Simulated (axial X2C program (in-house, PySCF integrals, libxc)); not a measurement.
## BN⁺: cheaper levels and CCSD(T), 2c

Calculated with an axial X2C code built on PySCF integrals. Two-component (2c) means X2C with spin–orbit coupling and atomic mean-field two-electron Coulomb and Gaunt terms. Basis: N dyall-av3z [7s7p3d2f], B dyall-v3z [7s6p2d1f] (cores contracted in-house); Gaussian nuclei, density fitting, unrestricted open shells. Masses: N 14.003 u, B 11.009 u.

State: Ω = 3/2 (⟨Sz⟩ = 1.50, ⟨Lz⟩ = 0.00 at HF); fragments N + B+.

| level | Re (Å) | ωe (cm⁻¹) | De (eV) |
| --- | --- | --- | --- |
| HF | 1.412 | 1221.1 | 0.842 |
| MP2 | 1.432 | 1200.1 | 1.48 |
| CCSD | 1.453 | 1040.8 | 1.10 |

Correlated methods: 7 electrons correlated (number of frozen shells: N 1 s; B 1 s), 177 virtual spin orbitals or spinors in MP2, 81 natural virtuals in coupled cluster.

CCSD(T), same Hamiltonian and basis:

Re = 1.463 Å, ωe = 1013.9 cm⁻¹, De = 1.24 eV; T1 = 0.030 (Lee–Taylor normalisation).

(1) Give the differences from CCSD(T) in the columns below.

The state is a single determinant with fixed occupations, the lowest that a limited PBE0 search found. De is counted from the lowest determinant-based energies of the atoms at the same level, without counterpoise correction. CCSD and (T) use frozen natural virtuals with an MP2 correction for the truncation; (T) itself is uncorrected, so its De runs slightly low. Other states lie close and PBE0, whose exact exchange favours high spin, may order them wrongly; the determinant shown need not be the ground state. The nearest other 2c determinant of the search, Ω = 1/2, lies 0.32 eV up at the distance of the search. With several unpaired electrons one determinant need not be a pure state. This is the top spin component of a Σ state; components of lower Ω are not single determinants and can lie lower.

Results:

(1) 

```tsv
level	ΔRe (Å)	Δωe (cm⁻¹)	ΔDe (eV)
HF	-0.051	207	-0.40
MP2	-0.031	186	0.24
CCSD	-0.010	27	-0.14
```
